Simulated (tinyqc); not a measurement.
Inside a calculation. Method: UHF in the sto-3g basis, for BH, spin multiplicity 3. One step of it, computed by the program tinyqc.

Problem. Iteration 2: building the Fock matrix. J_ij = sum D_kl (ij|kl) with D = D(alpha) + D(beta), K_ij = sum D_kl (ik|jl) for each spin; F = H + J - K(s); E = tr D H + tr D J / 2 - 0.5 sum_s tr D(s) K(s) + E_nn.

D(alpha) after iteration 1, lower triangle:
```
,1B 1s,1B 2s,1B 2px,1B 2py,1B 2pz,2H 1s
1B 1s,1.078685
1B 2s,-0.293088,1.092912
1B 2px,0.000000,0.000000,0.007612
1B 2py,0.000000,0.000000,0.086916,0.992388
1B 2pz,0.019663,-0.078736,0.000000,0.000000,0.071678
2H 1s,0.023424,-0.119400,0.000000,0.000000,0.244202,0.854014
```

D(beta) after iteration 1, lower triangle:
```
,1B 1s,1B 2s,1B 2px,1B 2py,1B 2pz,2H 1s
1B 1s,1.058243
1B 2s,-0.222863,0.851983
1B 2px,0.000000,0.000000,0.000000
1B 2py,0.000000,0.000000,0.000000,0.000000
1B 2pz,-0.013068,0.044159,0.000000,0.000000,0.002291
2H 1s,-0.101278,0.305654,0.000000,0.000000,0.015874,0.110110
```

core Hamiltonian H = T + V (hartree), lower triangle:
```
,1B 1s,1B 2s,1B 2px,1B 2py,1B 2pz,2H 1s
1B 1s,-12.580232
1B 2s,-3.257125,-3.671419
1B 2px,0.000000,0.000000,-2.865083
1B 2py,0.000000,0.000000,0.000000,-2.865083
1B 2pz,-0.006311,-0.064182,0.000000,0.000000,-2.899102
2H 1s,-0.119845,-0.443197,0.000000,0.000000,-0.509488,-1.761925
```

Two-electron integrals (ij|kl) in chemists' order, unique and non-zero (hartree):
```
i,j,k,l,(ij|kl)
1,1,1,1,2.923513
2,1,1,1,0.518376
2,1,2,1,0.109262
2,2,1,1,0.744229
2,2,2,1,0.193177
2,2,2,2,0.544804
3,1,3,1,0.020264
3,2,3,1,0.029996
3,2,3,2,0.120346
3,3,1,1,0.742491
3,3,2,1,0.193240
3,3,2,2,0.544682
3,3,3,3,0.586773
4,1,4,1,0.020264
4,2,4,1,0.029996
4,2,4,2,0.120346
4,3,4,3,0.031630
4,4,1,1,0.742491
4,4,2,1,0.193240
4,4,2,2,0.544682
4,4,3,3,0.523513
4,4,4,4,0.586773
5,1,5,1,0.020264
5,2,5,1,0.029996
5,2,5,2,0.120346
5,3,5,3,0.031630
5,4,5,4,0.031630
5,5,1,1,0.742491
5,5,2,1,0.193240
5,5,2,2,0.544682
5,5,3,3,0.523513
5,5,4,4,0.523513
5,5,5,5,0.586773
6,1,1,1,0.018624
6,1,2,1,0.003918
6,1,2,2,0.006972
6,1,3,3,0.006944
6,1,4,4,0.006944
6,1,5,1,0.000301
6,1,5,2,0.000556
6,1,5,5,0.007034
6,1,6,1,0.000145
6,2,1,1,0.069033
6,2,2,1,0.018336
6,2,2,2,0.060373
6,2,3,3,0.058522
6,2,4,4,0.058522
6,2,5,1,0.001974
6,2,5,2,0.014005
6,2,5,5,0.064009
6,2,6,1,0.000706
6,2,6,2,0.011778
6,3,3,1,0.001423
6,3,3,2,0.007475
6,3,5,3,0.002362
6,3,6,3,0.000961
6,4,4,1,0.001423
6,4,4,2,0.007475
6,4,5,4,0.002362
6,4,6,4,0.000961
6,5,1,1,0.078324
6,5,2,1,0.020995
6,5,2,2,0.072296
6,5,3,3,0.068947
6,5,4,4,0.068947
6,5,5,1,0.003163
6,5,5,2,0.021541
6,5,5,5,0.078907
6,5,6,1,0.000829
6,5,6,2,0.016118
6,5,6,5,0.022583
6,6,1,1,0.259054
6,6,2,1,0.069760
6,6,2,2,0.257644
6,6,3,3,0.247233
6,6,4,4,0.247233
6,6,5,1,0.006277
6,6,5,2,0.062114
6,6,5,5,0.278190
6,6,6,1,0.002669
6,6,6,2,0.074074
6,6,6,5,0.108968
6,6,6,6,0.774606
```

nuclear repulsion = 1.29573264 hartree

Give: Coulomb J; exchange K(alpha); exchange K(beta); F(alpha); F(beta); total energy of this density.

Solution.

Coulomb J (hartree), lower triangle:
```
,1B 1s,1B 2s,1B 2px,1B 2py,1B 2pz,2H 1s
1B 1s,8.271
1B 2s,1.663,3.343
1B 2px,0.000,0.000,3.304
1B 2py,0.000,0.000,0.005,3.367
1B 2pz,0.007,0.068,0.000,0.000,3.346
2H 1s,0.060,0.392,0.000,0.000,0.482,2.077
```

exchange K(alpha) (hartree), lower triangle:
```
,1B 1s,1B 2s,1B 2px,1B 2py,1B 2pz,2H 1s
1B 1s,2.991
1B 2s,0.552,0.732
1B 2px,0.000,0.000,0.174
1B 2py,0.000,0.000,0.048,0.721
1B 2pz,0.000,-0.023,0.000,0.000,0.262
2H 1s,0.022,0.117,0.000,0.000,0.174,0.710
```

exchange K(beta) (hartree), lower triangle:
```
,1B 1s,1B 2s,1B 2px,1B 2py,1B 2pz,2H 1s
1B 1s,2.955
1B 2s,0.523,0.529
1B 2px,0.000,0.000,0.115
1B 2py,0.000,0.000,0.000,0.115
1B 2pz,-0.001,0.054,0.000,0.000,0.129
2H 1s,0.015,0.138,0.000,0.000,0.055,0.145
```

F(alpha) (hartree), lower triangle:
```
,1B 1s,1B 2s,1B 2px,1B 2py,1B 2pz,2H 1s
1B 1s,-7.301
1B 2s,-2.147,-1.061
1B 2px,0.000,0.000,0.265
1B 2py,0.000,0.000,-0.043,-0.219
1B 2pz,0.000,0.027,0.000,0.000,0.184
2H 1s,-0.082,-0.168,0.000,0.000,-0.201,-0.395
```

F(beta) (hartree), lower triangle:
```
,1B 1s,1B 2s,1B 2px,1B 2py,1B 2pz,2H 1s
1B 1s,-7.264
1B 2s,-2.118,-0.857
1B 2px,0.000,0.000,0.324
1B 2py,0.000,0.000,0.005,0.386
1B 2pz,0.001,-0.050,0.000,0.000,0.317
2H 1s,-0.075,-0.189,0.000,0.000,-0.083,0.170
```

total energy of this density = -24.60365 hartree
